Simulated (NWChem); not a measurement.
# doublet [C5H6]+: levels of theory compared

Wanted: a comparison of 5 runs (U-revPBE/cc-pVDZ, UBLYP/cc-pVDZ, UPBE/cc-pVDZ, USVWN5/cc-pVDZ, UTPSS/cc-pVDZ) of doublet [C5H6]+. 

Program for the calculation: NWChem 7.3.0.

## Step 1: The structure to begin with

[C5H6]+: 11 atoms, total charge +1, spin state doublet. As SMILES of the parent species, `C#C/C=C/C`. The coordinates come from a PBE0-D4/def2-TZVP relaxation. That shape belongs to the parent species and isn't relaxed for this state.

Bond lengths: C1–C2 1.204 Å, C2–C3 1.417 Å, C3–C4 1.335 Å, C4–C5 1.485 Å, C1–H6 1.064 Å, C3–H7 1.088 Å, C4–H8 1.087 Å, C5–H9 1.091 Å, C5–H10 1.095 Å, C5–H11 1.095 Å. Some angles: C1–C2–C3 178.4°, C2–C3–C4 124.1°, C3–C4–C5 124.4°, C2–C1–H6 179.5°, C2–C3–H7 116.4°, C4–C3–H7 119.5°, C3–C4–H8 118.4°, C5–C4–H8 117.2°, C4–C5–H9 111.7°, C4–C5–H10 110.9°.

## Step 2: A single-point energy at U-revPBE/cc-pVDZ (run 1)

Contents of run.py:

```python
from ase import Atoms
from ase.calculators.nwchem import NWChem

molecule = Atoms(['C', 'C', 'C', 'C', 'C', 'H', 'H', 'H', 'H', 'H', 'H'], positions=[
    [-1.516600, 1.700600, 2.003600],
    [-0.739100, 1.143700, 1.272900],
    [0.204200, 0.511000, 0.426200],
    [-0.092900, -0.483100, -0.413900],
    [0.889700, -1.151100, -1.304600],
    [-2.210500, 2.187700, 2.646400],
    [1.227200, 0.877200, 0.483800],
    [-1.121000, -0.834000, -0.456000],
    [1.889700, -0.729500, -1.189400],
    [0.593600, -1.055200, -2.354300],
    [0.941200, -2.224300, -1.094000],
])

calc = NWChem(
    label='calc',
    theory='dft',
    memory='2200 mb',
    basis='cc-pVDZ',
    basispar='spherical bse',
    charge=1,
    dft={'xc': 'revpbe cpbe96', 'mult': '2', 'grid': 'fine', 'convergence': 'energy 1e-08', 'iterations': '100', 'mulliken': None},
    task='energy',
)
molecule.calc = calc

print(f"energy = {molecule.get_potential_energy():.6f} eV")
```

On the command line:

```console
$ export ASE_NWCHEM_COMMAND="nwchem PREFIX.nwi > PREFIX.nwo"
$ python run.py
```

Output:

```text
energy = -5270.649365 eV
```

The calculator wrote calc.nwi:

```
title "calc"

permanent_dir calc

scratch_dir calc

start calc

geometry units angstrom nocenter noautosym noautoz
  C  -1.5165999999999999e+00 1.7005999999999999e+00 2.0036000000000000e+00
  C  -7.3909999999999998e-01 1.1436999999999999e+00 1.2728999999999999e+00
  C  2.0419999999999999e-01 5.1100000000000001e-01 4.2620000000000002e-01
  C  -9.2899999999999996e-02 -4.8309999999999997e-01 -4.1389999999999999e-01
  C  8.8970000000000005e-01 -1.1511000000000000e+00 -1.3046000000000000e+00
  H  -2.2105000000000001e+00 2.1877000000000000e+00 2.6463999999999999e+00
  H  1.2272000000000001e+00 8.7719999999999998e-01 4.8380000000000001e-01
  H  -1.1210000000000000e+00 -8.3399999999999996e-01 -4.5600000000000002e-01
  H  1.8896999999999999e+00 -7.2950000000000004e-01 -1.1894000000000000e+00
  H  5.9360000000000002e-01 -1.0551999999999999e+00 -2.3542999999999998e+00
  H  9.4120000000000004e-01 -2.2242999999999999e+00 -1.0940000000000001e+00
end

charge 1

memory 2200 mb

basis spherical bse noprint
   * library cc-pVDZ
end

dft
  xc revpbe cpbe96
  mult 2
  grid fine
  convergence energy 1e-08
  iterations 100
  mulliken
end

task dft energy
```

calc.nwo:

```text
Northwest Computational Chemistry Package (NWChem) 7.3.0
             --------------------------------------------------------

           Job information
           ---------------

    nwchem branch   = 7.3.0
    use scalapack   = T
    input           = calc.nwi
    prefix          = calc.
    data base       = calc/calc.db
    status          = startup
    nproc           =        1

           Memory information
           ------------------

    heap     =     72089598 doubles =      550.0 Mbytes
    stack    =     72089595 doubles =      550.0 Mbytes
    global   =    144179200 doubles =     1100.0 Mbytes (distinct from heap & stack)
    total    =    288358393 doubles =     2200.0 Mbytes
    verify   = yes
    hardfail = no

[... 107 lines left out ...]
  convergence criterion.
[... 17 lines left out ...]
          Convergence on gradient requested:  5.00D-04
[... 22 lines left out ...]
          Convergence aids based upon iterative change in
[... 30 lines left out ...]
 1-e energy   =    -514.517204
[... 100 lines left out ...]
         Total DFT energy =     -193.692793163501
[... 2 lines left out ...]
    Exchange-Corr. energy =      -28.947349843801
[... 708 lines left out ...]
                     DFT Final Beta Molecular Orbital Analysis
[... 798 lines left out ...]
 center of mass
 --------------
 x =  -0.39272263 y =   0.53965360 z =   0.62464081

 moments of inertia (a.u.)
 ------------------
         644.844774982704         195.156902650507         232.592795643295
         195.156902650507         552.597017984171        -312.943764775899
         232.592795643295        -312.943764775899         477.651260262951

     Multipole analysis of the density
     ---------------------------------

     L   x y z        total         alpha         beta         nuclear
     -   - - -        -----         -----         ----         -------
     0   0 0 0      1.000000    -18.000000    -17.000000     36.000000

     1   1 0 0     -0.574135      6.091228      5.066056    -11.731419
[... 8 lines of this table left out ...]
     2   0 0 2    -11.071498   -119.865335   -111.674522    220.468359

 Task  times  cpu:       28.6s     wall:       28.6s
 Total times  cpu:       28.6s     wall:       28.6s
```

Run time: 29 s. Hardware: 1 thread of AMD EPYC 9R45 (Zen 5), shared host; peak memory 0.12 GiB.

## Step 3: The energy at UBLYP/cc-pVDZ (run 2)

Contents of test.nw:

```
START test
TITLE "C5H6"
memory stack 880 mb heap 220 mb global 1100 mb
charge 1

GEOMETRY noautosym nocenter noautoz
  C    -1.516600    1.700600    2.003600
  C    -0.739100    1.143700    1.272900
  C     0.204200    0.511000    0.426200
  C    -0.092900   -0.483100   -0.413900
  C     0.889700   -1.151100   -1.304600
  H    -2.210500    2.187700    2.646400
  H     1.227200    0.877200    0.483800
  H    -1.121000   -0.834000   -0.456000
  H     1.889700   -0.729500   -1.189400
  H     0.593600   -1.055200   -2.354300
  H     0.941200   -2.224300   -1.094000
END

BASIS spherical bse
  * library cc-pVDZ
END

DFT
  xc becke88 lyp
  mult 2
  grid fine
  convergence energy 1e-08
  iterations 100
  mulliken
END

TASK dft
```

On the command line:

```console
$ nwchem test.nw > test.out
```

Output:

```text
[...]
          Wavefunction type:  spin polarized.
          No. of atoms     :    11
          No. of electrons :    35
[...]
          Charge           :     1
          Spin multiplicity:     2
[...]
          AO basis - number of functions:   100
[...]
              XC Information
              --------------
                    Becke 1988 Exchange Functional  1.000
              Lee-Yang-Parr Correlation Functional  1.000
[...]
 d= 0,ls=0.0,diis     1   -193.5811483338 -3.32D+02  6.12D-03  1.75D-01     2.3
[...]
 d= 0,ls=0.0,diis    14   -193.6503433142 -3.95D-09  2.61D-07  8.27D-10    28.5
[...]
         Total DFT energy =     -193.650343314223
      One electron energy =     -525.584406703297
           Coulomb energy =      222.095063969107
    Exchange-Corr. energy =      -28.906138472204
 Nuclear repulsion energy =      138.745137892171
[...]
      Total Density - Mulliken Population Analysis
     ---------------------------------------------
    Atom       Charge   Shell Charges
 -----------   ------   -------------------------------------------------------
    1 C    6     6.23   2.02  0.69  0.97  1.98  0.54  0.03
    2 C    6     5.38   2.01  0.70  0.36  2.07  0.19  0.05
    3 C    6     5.98   2.02  0.69  0.47  2.10  0.64  0.07
    4 C    6     5.93   2.02  0.71  0.50  2.03  0.61  0.07
    5 C    6     5.93   2.02  0.67  0.29  2.16  0.75  0.04
    6 H    1     0.96   0.72  0.21  0.03
    7 H    1     0.93   0.74  0.16  0.03
    8 H    1     0.95   0.75  0.17  0.03
    9 H    1     0.94   0.74  0.17  0.03
   10 H    1     0.89   0.72  0.14  0.03
[...]
      <S2> =      0.7535 (Exact =     0.7500)
[...]
```

Wall time 29 s (1 thread of AMD EPYC 9R45 (Zen 5), shared host); peak memory 0.12 GiB.

Runs 3 to 4 aren't shown in full; the table further down has their settings and results.

## Step 4: The energy at UTPSS/cc-pVDZ (run 5)

Contents of test.nw:

```
start test
title "C5H6"
memory 2200 mb
charge 1

geometry units angstrom noautosym nocenter noautoz
   C       -1.516600       1.700600       2.003600
   C       -0.739100       1.143700       1.272900
   C        0.204200       0.511000       0.426200
   C       -0.092900      -0.483100      -0.413900
   C        0.889700      -1.151100      -1.304600
   H       -2.210500       2.187700       2.646400
   H        1.227200       0.877200       0.483800
   H       -1.121000      -0.834000      -0.456000
   H        1.889700      -0.729500      -1.189400
   H        0.593600      -1.055200      -2.354300
   H        0.941200      -2.224300      -1.094000
end

basis spherical bse
   * library cc-pVDZ
end

dft
   xc xtpss03 ctpss03
   mult 2
   grid fine
   convergence energy 1e-08
   maxiter 100
   mulliken
   print medium
end

task dft energy
```

On the command line:

```console
$ nwchem test.nw > test.out
```

Output:

```text
[...]
          Wavefunction type:  spin polarized.
          No. of atoms     :    11
          No. of electrons :    35
[...]
          Charge           :     1
          Spin multiplicity:     2
[...]
          AO basis - number of functions:   100
[...]
              XC Information
              --------------
                  TPSS metaGGA Exchange Functional  1.000
             TPSS03 metaGGA Correlation Functional  1.000
[...]
 d= 0,ls=0.0,diis     1   -193.7195234168 -3.32D+02  4.78D-03  1.38D-01     2.7
[...]
 d= 0,ls=0.0,diis    14   -193.7847175706 -6.20D-09  4.50D-07  1.85D-09    35.0
[...]
         Total DFT energy =     -193.784717570640
      One electron energy =     -525.580153974707
           Coulomb energy =      222.110110091803
    Exchange-Corr. energy =      -29.059811579908
 Nuclear repulsion energy =      138.745137892171
[...]
      Total Density - Mulliken Population Analysis
     ---------------------------------------------
    Atom       Charge   Shell Charges
 -----------   ------   -------------------------------------------------------
    1 C    6     6.17   2.01  0.70  0.93  1.96  0.54  0.03
    2 C    6     5.46   2.01  0.71  0.39  2.05  0.25  0.05
    3 C    6     6.02   2.01  0.69  0.51  2.08  0.66  0.07
    4 C    6     5.95   2.01  0.71  0.53  2.00  0.63  0.07
    5 C    6     5.99   2.01  0.67  0.33  2.14  0.79  0.04
    6 H    1     0.93   0.72  0.17  0.03
    7 H    1     0.90   0.75  0.12  0.03
    8 H    1     0.92   0.75  0.14  0.03
    9 H    1     0.92   0.75  0.14  0.03
   10 H    1     0.87   0.73  0.11  0.03
[...]
      <S2> =      0.7567 (Exact =     0.7500)
[...]
```

It took 36 s on 1 thread of AMD EPYC 9R45 (Zen 5), shared host; peak memory 0.12 GiB.

## Step 5: Overview of the runs

```tsv
run	level	energy (Eh)	HOMO energy (eV)	LUMO energy (eV)	⟨S²⟩	wall time
1	U-revPBE/cc-pVDZ	-193.692793	-12.57	-11.63	0.755	29 s
2	UBLYP/cc-pVDZ	-193.650343	-12.38	-11.54	0.753	29 s
3	UPBE/cc-pVDZ	-193.475067	-12.60	-11.71	0.754	30 s
4	USVWN5/cc-pVDZ	-191.899562	-12.64	-11.99	0.752	18 s
5	UTPSS/cc-pVDZ	-193.784718	-12.67	-11.55	0.757	36 s
```

## Step 6: What came out

| quantity | value |
| --- | --- |
| run 5: total energy | -193.78472 Eh |
| run 5: HOMO energy (highest over α and β) | -12.67 eV |
| run 5: LUMO energy (lowest over α and β) | -11.55 eV |
| run 5: ⟨S²⟩ | 0.757 |

What this shows: Totals of different functionals can't be ranked against each other. All runs together took 2.4 min, the longest 36 s.
